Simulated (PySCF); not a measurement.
Compound: C3H5 (doublet state).
Z-matrix (Å and degrees, GFN2-xTB geometry), rows numbered from 1:
```
C 
C   1  1.2931
C   2  1.4551  1  142.67
H   1  1.0940  2  123.85  3     0.12
H   1  1.0804  2  122.24  3   180.00
H   3  1.0905  2  110.11  1   120.35
H   3  1.0905  2  110.13  1  -120.37
H   3  1.0979  2  111.73  1     0.00
```

As a line formula: `C=[C]C` [radical].

Theory: PySCF, UKS B3LYP, pcH-1 on C H, non-relativistic, mean-field spin-orbit, GIAO. Geometry: GFN2-xTB; no solvent, vibrations or thermal averaging. The geometry wasn't refined by DFT: couplings that depend on bond lengths, twists or pyramidal angles can differ widely from those at the functional's own minimum.

**Question.** Give the principal g shifts and their parts.

**Answer.** 
```
                    Δg (ppm)     1     2     3
relativistic mass correction  -144  -144  -144
            gauge correction    27     6    12
   orbital Zeeman/spin–orbit  -665   -38   709
                       total  -782  -177   577
```

So g = 2.00154, 2.00214, 2.00290 and g_iso = 2.00219; the tensor is rhombic: the two nearest values differ by 45 % of g3 − g1. Axes: g1 points within 15° of the C2–C3 bond and g2 points within 12° of the C1–H4 bond.

**Question.** What are the electron Larmor frequencies g μB B/h along the three axes at 340 mT?

**Answer.** 9.5248, 9.5276, 9.5312 GHz for g1, g2 and g3, a range of 6.5 MHz.

**Question.** At 9.705 GHz, how far is the centre of the isotropic spectrum from where a free electron (g = 2.002319) resonates?

**Answer.** B = hν/(g μB) with μB/h = 13.99624 MHz/mT gives 346.30 mT for the free electron and 346.32 mT at g_iso, 0.02 mT higher.

**Question.** In a frozen sample, at which fields do the three g values resonate at 9.5, 34, 94 and 263 GHz (hyperfine left aside), and which band first spreads them over more than twice a line width of 1.0 mT?

**Answer.** 
| band | GHz | B(g3) mT | B(g2) mT | B(g1) mT | spread mT |
| --- | --- | --- | --- | --- | --- |
| X | 9.5 | 338.89 | 339.01 | 339.12 | 0.23 |
| Q | 34.0 | 1212.86 | 1213.31 | 1213.68 | 0.82 |
| W | 94.0 | 3353.19 | 3354.45 | 3355.46 | 2.28 |
| J | 263.0 | 9381.79 | 9385.32 | 9388.16 | 6.37 |

The spread grows in proportion to the frequency. W band is the first where it exceeds 2.0 mT.

The largest Mulliken spin populations are on C2 (+0.98), C1 (-0.16), H4 (+0.10) and H8 (+0.07). No atom but C2 exceeds +0.15.

The HOMO–LUMO gaps are 6.32 eV among the α and 5.43 eV among the β orbitals.
